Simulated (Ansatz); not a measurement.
# CH₂Al (quartet): wB97M-V, B2PLYP over vertical spin and charge gaps, def2-QZVPP

Aim: run CH₂Al (quartet) with these functionals over vertical spin and charge gaps, and hold them against the top wave-function level at the same points.

The runs use Ansatz 0.2.0, Gaussian basis; def2-QZVPP, all electrons in the functionals, frozen cores in the correlation of double hybrids and RPA.

Plan: wB97M-V, B2PLYP, at charge 0, quartet; charge 0, doublet; charge 0, sextet; charge 1, triplet; charge 1, quintet.

## 1. The geometry

The geometry is a PBE0/def2-TZVP stationary point (not a proven minimum).

4 atoms, charge 0, spin multiplicity 4.

Atoms are counted from 1 here; the program's logs count them from 0.

Bond lengths: Al1–C2 1.948 Å, C2–H3 1.088 Å, C2–H4 1.088 Å. Angles: Al1–C2–H3 122.6°, Al1–C2–H4 122.6°, H3–C2–H4 114.8°.

No dispersion term is added; wB97M-V holds VV10 nonlocal correlation.

The geometry shown and the zero of energy belong to the point charge 0, quartet. The yardstick, UCCSD(T), and other wave-function levels (R restricted, U unrestricted, valence and pair active spaces) come from earlier runs.

## 2. wB97M-V, charge 0, quartet

in.yaml

```yaml
crystal:
  periodic: [false, false, false]
  atoms:
    - {symbol: Al, position_ang: [0.000000, 0.000000, 0.695038]}
    - {symbol: C, position_ang: [0.000000, 0.000000, -1.252764]}
    - {symbol: H, position_ang: [0.000000, 0.916303, -1.838714]}
    - {symbol: H, position_ang: [0.000000, -0.916304, -1.838714]}
basis:
  gaussian: {orbitals: "def2-QZVPP.json"}
magnetization: {spin_polarized: true, initial_magnetization: 3}
hamiltonian: {xc: {name: wB97M-V}}
output: {orbitals: {seedname: orbitals}}
```

Launch:

```
ansatz run in.yaml --threads 1 --pin off --events-out ev --progress --plain --max-ram 2393MiB
```

Log, shortened:

```text
Functional definition: wB97M-V
  name "wB97M-V"
  cite "Mardirossian & Head-Gordon, J. Chem. Phys. 144, 214110 (2016) doi:10.1063/1.4952647"
  cite "Becke, J. Chem. Phys. 107, 8554 (1997) doi:10.1063/1.475007"
  cite "Vydrov & Van Voorhis, J. Chem. Phys. 133, 244103 (2010) doi:10.1063/1.3521275"
  # Of w^i u^j: cxij and so on, Table III.
[...]
  gx(w, u) = 1 - cx + cx01*u + cx10*w
  gss(w, u) = css00 + css04*u^4 + css10*w + css20*w^2 + css43*w^4*u^3
  gos(w, u) = cos00 + cos10*w + (cos20 + cos21*u)*w^2 + (cos60 + cos61*u)*w^6
[...]
      + integral(e_c_pw_mod_opposite_spin*gos(b97_w_opposite, b97_u_opposite)) + vv10(b, c)
657 factors; their error is unknown
181 factors; integrals over basis functions are off by at most 8.4e-5 eV
[...]
mean field -7661.36186789 eV, -281.5498555875 hartree, gradient 1.4e-5 eV, S^2 3.754492; 1 other end points of the search recorded, 0 dependent functions left out
reference -7661.36191384 eV, -281.5498572759 hartree; 12, 9 occupied and 175, 178 virtual orbitals, 657 factors
Total energy: -7661.36191384 eV, -281.5498572759 hartree
```

Run time: 37 s. Hardware: 1 thread of Arm Neoverse V1, shared host; peak memory 0.56 GiB.

From the report: ⟨S²⟩ of the determinant 3.754 (pure quartet: 3.75).

## 3. wB97M-V, charge 0, doublet

in.yaml, as its differences from that of step 2:

```diff
@@ -9,3 +9,3 @@
   gaussian: {orbitals: "def2-QZVPP.json"}
-magnetization: {spin_polarized: true, initial_magnetization: 3}
+magnetization: {spin_polarized: true, initial_magnetization: 1}
 hamiltonian: {xc: {name: wB97M-V}}
```

Launched as before.

Log, shortened:

```text
Functional definition: wB97M-V
  name "wB97M-V"
  cite "Mardirossian & Head-Gordon, J. Chem. Phys. 144, 214110 (2016) doi:10.1063/1.4952647"
  cite "Becke, J. Chem. Phys. 107, 8554 (1997) doi:10.1063/1.475007"
  cite "Vydrov & Van Voorhis, J. Chem. Phys. 133, 244103 (2010) doi:10.1063/1.3521275"
  # Of w^i u^j: cxij and so on, Table III.
[...]
  gx(w, u) = 1 - cx + cx01*u + cx10*w
  gss(w, u) = css00 + css04*u^4 + css10*w + css20*w^2 + css43*w^4*u^3
  gos(w, u) = cos00 + cos10*w + (cos20 + cos21*u)*w^2 + (cos60 + cos61*u)*w^6
[...]
      + integral(e_c_pw_mod_opposite_spin*gos(b97_w_opposite, b97_u_opposite)) + vv10(b, c)
657 factors; their error is unknown
181 factors; integrals over basis functions are off by at most 8.4e-5 eV
[...]
mean field -7663.67287683 eV, -281.6347835993 hartree, gradient 3.6e-5 eV, S^2 0.752709; 2 other end points of the search recorded, 0 dependent functions left out
reference -7663.67291947 eV, -281.6347851663 hartree; 11, 10 occupied and 176, 177 virtual orbitals, 657 factors
Total energy: -7663.67291947 eV, -281.6347851663 hartree
```

It took 43 s on 1 thread of Arm Neoverse V1, shared host; peak memory 0.48 GiB.

From the report: ⟨S²⟩ of the determinant 0.753 (pure doublet: 0.75).

From charge 0, quartet: -53.3 kcal/mol.

## 4. wB97M-V, charge 0, sextet

in.yaml, as its differences from that of step 3:

```diff
@@ -9,3 +9,3 @@
   gaussian: {orbitals: "def2-QZVPP.json"}
-magnetization: {spin_polarized: true, initial_magnetization: 1}
+magnetization: {spin_polarized: true, initial_magnetization: 5}
 hamiltonian: {xc: {name: wB97M-V}}
```

Launched as before.

Log, shortened:

```text
Functional definition: wB97M-V
  name "wB97M-V"
  cite "Mardirossian & Head-Gordon, J. Chem. Phys. 144, 214110 (2016) doi:10.1063/1.4952647"
  cite "Becke, J. Chem. Phys. 107, 8554 (1997) doi:10.1063/1.475007"
  cite "Vydrov & Van Voorhis, J. Chem. Phys. 133, 244103 (2010) doi:10.1063/1.3521275"
  # Of w^i u^j: cxij and so on, Table III.
[...]
  gx(w, u) = 1 - cx + cx01*u + cx10*w
  gss(w, u) = css00 + css04*u^4 + css10*w + css20*w^2 + css43*w^4*u^3
  gos(w, u) = cos00 + cos10*w + (cos20 + cos21*u)*w^2 + (cos60 + cos61*u)*w^6
[...]
      + integral(e_c_pw_mod_opposite_spin*gos(b97_w_opposite, b97_u_opposite)) + vv10(b, c)
657 factors; their error is unknown
181 factors; integrals over basis functions are off by at most 8.4e-5 eV
[...]
mean field -7654.64432502 eV, -281.3029904402 hartree, gradient 8.0e-5 eV, S^2 8.753309; 0 other end points of the search recorded, 0 dependent functions left out
reference -7654.64436907 eV, -281.3029920589 hartree; 13, 8 occupied and 174, 179 virtual orbitals, 657 factors
Total energy: -7654.64436907 eV, -281.3029920589 hartree
```

It took 16 s on 1 thread of Arm Neoverse V1, shared host; peak memory 0.43 GiB.

From the report: ⟨S²⟩ of the determinant 8.753 (pure sextet: 8.75).

From charge 0, quartet: +154.9 kcal/mol.

## 5. wB97M-V, charge 1, triplet

in.yaml, as its differences from that of step 4:

```diff
@@ -9,3 +9,4 @@
   gaussian: {orbitals: "def2-QZVPP.json"}
-magnetization: {spin_polarized: true, initial_magnetization: 5}
+total_charge: 1
+magnetization: {spin_polarized: true, initial_magnetization: 2}
 hamiltonian: {xc: {name: wB97M-V}}
```

Launched as before.

Log, shortened:

```text
Functional definition: wB97M-V
  name "wB97M-V"
  cite "Mardirossian & Head-Gordon, J. Chem. Phys. 144, 214110 (2016) doi:10.1063/1.4952647"
  cite "Becke, J. Chem. Phys. 107, 8554 (1997) doi:10.1063/1.475007"
  cite "Vydrov & Van Voorhis, J. Chem. Phys. 133, 244103 (2010) doi:10.1063/1.3521275"
  # Of w^i u^j: cxij and so on, Table III.
[...]
  gx(w, u) = 1 - cx + cx01*u + cx10*w
  gss(w, u) = css00 + css04*u^4 + css10*w + css20*w^2 + css43*w^4*u^3
  gos(w, u) = cos00 + cos10*w + (cos20 + cos21*u)*w^2 + (cos60 + cos61*u)*w^6
[...]
      + integral(e_c_pw_mod_opposite_spin*gos(b97_w_opposite, b97_u_opposite)) + vv10(b, c)
657 factors; their error is unknown
181 factors; integrals over basis functions are off by at most 8.4e-5 eV
[...]
mean field -7655.74078941 eV, -281.3432847634 hartree, gradient 3.9e-5 eV, S^2 2.008064; 0 other end points of the search recorded, 0 dependent functions left out
reference -7655.74083417 eV, -281.3432864081 hartree; 11, 9 occupied and 176, 178 virtual orbitals, 657 factors
Total energy: -7655.74083417 eV, -281.3432864081 hartree
```

Wall time 16 s (1 thread of Arm Neoverse V1, shared host); peak memory 0.43 GiB.

From the report: ⟨S²⟩ of the determinant 2.008 (pure triplet: 2.00).

From charge 0, quartet: +129.6 kcal/mol.

## 6. wB97M-V, charge 1, quintet

in.yaml, as its differences from that of step 5:

```diff
@@ -10,3 +10,3 @@
 total_charge: 1
-magnetization: {spin_polarized: true, initial_magnetization: 2}
+magnetization: {spin_polarized: true, initial_magnetization: 4}
 hamiltonian: {xc: {name: wB97M-V}}
```

Launched as before.

Log, shortened:

```text
Functional definition: wB97M-V
  name "wB97M-V"
  cite "Mardirossian & Head-Gordon, J. Chem. Phys. 144, 214110 (2016) doi:10.1063/1.4952647"
  cite "Becke, J. Chem. Phys. 107, 8554 (1997) doi:10.1063/1.475007"
  cite "Vydrov & Van Voorhis, J. Chem. Phys. 133, 244103 (2010) doi:10.1063/1.3521275"
  # Of w^i u^j: cxij and so on, Table III.
[...]
  gx(w, u) = 1 - cx + cx01*u + cx10*w
  gss(w, u) = css00 + css04*u^4 + css10*w + css20*w^2 + css43*w^4*u^3
  gos(w, u) = cos00 + cos10*w + (cos20 + cos21*u)*w^2 + (cos60 + cos61*u)*w^6
[...]
      + integral(e_c_pw_mod_opposite_spin*gos(b97_w_opposite, b97_u_opposite)) + vv10(b, c)
657 factors; their error is unknown
181 factors; integrals over basis functions are off by at most 8.4e-5 eV
[...]
mean field -7649.19026953 eV, -281.1025575977 hartree, gradient 7.7e-6 eV, S^2 6.002836; 1 other end points of the search recorded, 0 dependent functions left out
reference -7649.19031908 eV, -281.1025594189 hartree; 12, 8 occupied and 175, 179 virtual orbitals, 657 factors
Total energy: -7649.19031908 eV, -281.1025594189 hartree
```

Run time: 35 s. Hardware: 1 thread of Arm Neoverse V1, shared host; peak memory 0.56 GiB.

From the report: ⟨S²⟩ of the determinant 6.003 (pure quintet: 6.00).

From charge 0, quartet: +280.7 kcal/mol.

## 7. B2PLYP, charge 0, quartet

in.yaml, as its differences from that of step 6:

```diff
@@ -9,5 +9,4 @@
   gaussian: {orbitals: "def2-QZVPP.json"}
-total_charge: 1
-magnetization: {spin_polarized: true, initial_magnetization: 4}
-hamiltonian: {xc: {name: wB97M-V}}
-output: {orbitals: {seedname: orbitals}}
+magnetization: {spin_polarized: true, initial_magnetization: 3}
+hamiltonian: {xc: {name: B2PLYP}}
+correlation: {electrons: outside_noble_gas}
```

Launched as before.

Log, shortened:

```text
Functional definition: B2PLYP
  name "B2PLYP"
  cite "Grimme, J. Chem. Phys. 124, 034108 (2006) doi:10.1063/1.2148954"
  cite "Becke, Phys. Rev. A 38, 3098 (1988) doi:10.1103/PhysRevA.38.3098"
  cite "Lee, Yang & Parr, Phys. Rev. B 37, 785 (1988) doi:10.1103/PhysRevB.37.785"
[...]
1099 factors; integrals over basis functions are off by at most 1.0e-3 eV
[...]
mean field -7656.78047666 eV, -281.3814925650 hartree, gradient 8.4e-6 eV, S^2 3.757928; 2 other end points of the search recorded, 0 dependent functions left out
6 core orbitals not correlated: weight in the atoms' cores, before any rotation towards them, 1.000 or more for the frozen orbitals, at most 0.000 for the correlated occupied ones
reference -7656.78061497 eV, -281.3814976479 hartree; 6, 3 occupied and 175, 178 virtual orbitals, 1099 factors
second order -6.35367234 eV of doubles, -0.00000000 eV of singles
Total energy: -7658.49610650 eV, -281.4445407988 hartree
```

Run time: 13 s. Hardware: 1 thread of Arm Neoverse V1, shared host; peak memory 0.4 GiB.

From the report: ⟨S²⟩ of the determinant 3.758 (pure quartet: 3.75).

## 8. B2PLYP, charge 0, doublet

in.yaml, as its differences from that of step 7:

```diff
@@ -9,3 +9,3 @@
   gaussian: {orbitals: "def2-QZVPP.json"}
-magnetization: {spin_polarized: true, initial_magnetization: 3}
+magnetization: {spin_polarized: true, initial_magnetization: 1}
 hamiltonian: {xc: {name: B2PLYP}}
```

Launched as before.

Log, shortened:

```text
Functional definition: B2PLYP
  name "B2PLYP"
  cite "Grimme, J. Chem. Phys. 124, 034108 (2006) doi:10.1063/1.2148954"
  cite "Becke, Phys. Rev. A 38, 3098 (1988) doi:10.1103/PhysRevA.38.3098"
  cite "Lee, Yang & Parr, Phys. Rev. B 37, 785 (1988) doi:10.1103/PhysRevB.37.785"
[...]
1099 factors; integrals over basis functions are off by at most 1.0e-3 eV
[...]
mean field -7658.67562423 eV, -281.4511379536 hartree, gradient 2.4e-6 eV, S^2 0.755282; 8 other end points of the search recorded, 0 dependent functions left out
6 core orbitals not correlated: weight in the atoms' cores, before any rotation towards them, 1.000 or more for the frozen orbitals, at most 0.000 for the correlated occupied ones
reference -7658.67575433 eV, -281.4511427348 hartree; 5, 4 occupied and 176, 177 virtual orbitals, 1099 factors
second order -7.08890081 eV of doubles, -0.00000000 eV of singles
Total energy: -7660.58975755 eV, -281.5214810557 hartree
```

It took 46 s on 1 thread of Arm Neoverse V1, shared host; peak memory 0.51 GiB.

From the report: ⟨S²⟩ of the determinant 0.755 (pure doublet: 0.75).

From charge 0, quartet: -48.3 kcal/mol.

## 9. B2PLYP, charge 0, sextet

in.yaml, as its differences from that of step 8:

```diff
@@ -9,3 +9,3 @@
   gaussian: {orbitals: "def2-QZVPP.json"}
-magnetization: {spin_polarized: true, initial_magnetization: 1}
+magnetization: {spin_polarized: true, initial_magnetization: 5}
 hamiltonian: {xc: {name: B2PLYP}}
```

Launched as before.

Log, shortened:

```text
Functional definition: B2PLYP
  name "B2PLYP"
  cite "Grimme, J. Chem. Phys. 124, 034108 (2006) doi:10.1063/1.2148954"
  cite "Becke, Phys. Rev. A 38, 3098 (1988) doi:10.1103/PhysRevA.38.3098"
  cite "Lee, Yang & Parr, Phys. Rev. B 37, 785 (1988) doi:10.1103/PhysRevB.37.785"
[...]
1099 factors; integrals over basis functions are off by at most 1.0e-3 eV
[...]
mean field -7650.58784760 eV, -281.1539176446 hartree, gradient 5.5e-6 eV, S^2 8.755310; 0 other end points of the search recorded, 0 dependent functions left out
6 core orbitals not correlated: weight in the atoms' cores, before any rotation towards them, 1.000 or more for the frozen orbitals, at most 0.000 for the correlated occupied ones
reference -7650.58799554 eV, -281.1539230813 hartree; 7, 2 occupied and 174, 179 virtual orbitals, 1099 factors
second order -4.89473807 eV of doubles, -0.00000000 eV of singles
Total energy: -7651.90957482 eV, -281.2024902241 hartree
```

Run time: 9 s. Hardware: 1 thread of Arm Neoverse V1, shared host; peak memory 0.4 GiB.

From the report: ⟨S²⟩ of the determinant 8.755 (pure sextet: 8.75).

From charge 0, quartet: +151.9 kcal/mol.

## 10. B2PLYP, charge 1, triplet

in.yaml, as its differences from that of step 9:

```diff
@@ -9,3 +9,4 @@
   gaussian: {orbitals: "def2-QZVPP.json"}
-magnetization: {spin_polarized: true, initial_magnetization: 5}
+total_charge: 1
+magnetization: {spin_polarized: true, initial_magnetization: 2}
 hamiltonian: {xc: {name: B2PLYP}}
```

Launched as before.

Log, shortened:

```text
Functional definition: B2PLYP
  name "B2PLYP"
  cite "Grimme, J. Chem. Phys. 124, 034108 (2006) doi:10.1063/1.2148954"
  cite "Becke, Phys. Rev. A 38, 3098 (1988) doi:10.1103/PhysRevA.38.3098"
  cite "Lee, Yang & Parr, Phys. Rev. B 37, 785 (1988) doi:10.1103/PhysRevB.37.785"
[...]
1099 factors; integrals over basis functions are off by at most 1.0e-3 eV
[...]
mean field -7651.09091704 eV, -281.1724051054 hartree, gradient 1.7e-6 eV, S^2 2.015310; 2 other end points of the search recorded, 0 dependent functions left out
6 core orbitals not correlated: weight in the atoms' cores, before any rotation towards them, 1.000 or more for the frozen orbitals, at most 0.000 for the correlated occupied ones
reference -7651.09104892 eV, -281.1724099519 hartree; 5, 3 occupied and 176, 178 virtual orbitals, 1099 factors
second order -6.02155551 eV of doubles, -0.00000000 eV of singles
Total energy: -7652.71686890 eV, -281.2321577345 hartree
```

Run time: 12 s. Hardware: 1 thread of Arm Neoverse V1, shared host; peak memory 0.5 GiB.

From the report: ⟨S²⟩ of the determinant 2.015 (pure triplet: 2.00).

From charge 0, quartet: +133.3 kcal/mol.

## 11. B2PLYP, charge 1, quintet

in.yaml, as its differences from that of step 10:

```diff
@@ -10,3 +10,3 @@
 total_charge: 1
-magnetization: {spin_polarized: true, initial_magnetization: 2}
+magnetization: {spin_polarized: true, initial_magnetization: 4}
 hamiltonian: {xc: {name: B2PLYP}}
```

The command is unchanged.

Log, shortened:

```text
Functional definition: B2PLYP
  name "B2PLYP"
  cite "Grimme, J. Chem. Phys. 124, 034108 (2006) doi:10.1063/1.2148954"
  cite "Becke, Phys. Rev. A 38, 3098 (1988) doi:10.1103/PhysRevA.38.3098"
  cite "Lee, Yang & Parr, Phys. Rev. B 37, 785 (1988) doi:10.1103/PhysRevB.37.785"
[...]
1099 factors; integrals over basis functions are off by at most 1.0e-3 eV
[...]
mean field -7645.15127955 eV, -280.9541274538 hartree, gradient 2.5e-6 eV, S^2 6.004592; 2 other end points of the search recorded, 0 dependent functions left out
6 core orbitals not correlated: weight in the atoms' cores, before any rotation towards them, 1.000 or more for the frozen orbitals, at most 0.000 for the correlated occupied ones
reference -7645.15142480 eV, -280.9541327917 hartree; 6, 2 occupied and 175, 179 virtual orbitals, 1099 factors
second order -4.61344747 eV of doubles, -0.00000000 eV of singles
Total energy: -7646.39705562 eV, -280.9999088798 hartree
```

Run time: 13 s. Hardware: 1 thread of Arm Neoverse V1, shared host; peak memory 0.4 GiB.

From the report: ⟨S²⟩ of the determinant 6.005 (pure quintet: 6.00).

From charge 0, quartet: +279.0 kcal/mol.

## 12. Against the wave-function levels

No level is safe as a reference over these points; UCCSD(T) serves as a yardstick only. It comes from earlier runs at the same points. Energies in kcal/mol, counted from charge 0, quartet; blanks weren't run or aren't comparable.

| level | quartet to doublet | quartet to sextet | ionisation to the triplet cation | ionisation to the quintet cation |
| --- | --- | --- | --- | --- |
| UCCSD(T) | -47.4 | 144.4 | 137.0 | 277.2 |
| wB97M-V | -53.3 | 154.9 | 129.6 | 280.7 |
| B2PLYP | -48.3 | 151.9 | 133.3 | 279.0 |

Largest miss and mean time a point (UCCSD(T) took 55 s a point; shared hosts):

| level | largest miss (kcal/mol) | where | time a point |
| --- | --- | --- | --- |
| wB97M-V | +10.5 | quartet to sextet | 29 s |
| B2PLYP | +7.5 | quartet to sextet | 18 s |

## 13. What came out

| quantity | value |
| --- | --- |
| quartet to doublet, UCCSD(T) | -47.4 kcal/mol |
| quartet to sextet, UCCSD(T) | 144.4 kcal/mol |
| ionisation to the triplet cation, UCCSD(T) | 137.0 kcal/mol |
| ionisation to the quintet cation, UCCSD(T) | 277.2 kcal/mol |
| largest miss, wB97M-V | +10.5 kcal/mol (quartet to sextet) |
| largest miss, B2PLYP | +7.5 kcal/mol (quartet to sextet) |

**Reading.** Of the functionals, B2PLYP keep the smallest largest miss at the points compared (at most 7.5 kcal/mol) and wB97M-V strays most (10.5 kcal/mol, at quartet to sextet). Functionals and the yardstick converge differently with the basis, so part of each miss in def2-QZVPP is the basis. The yardstick itself may be off where one determinant is a poor start.
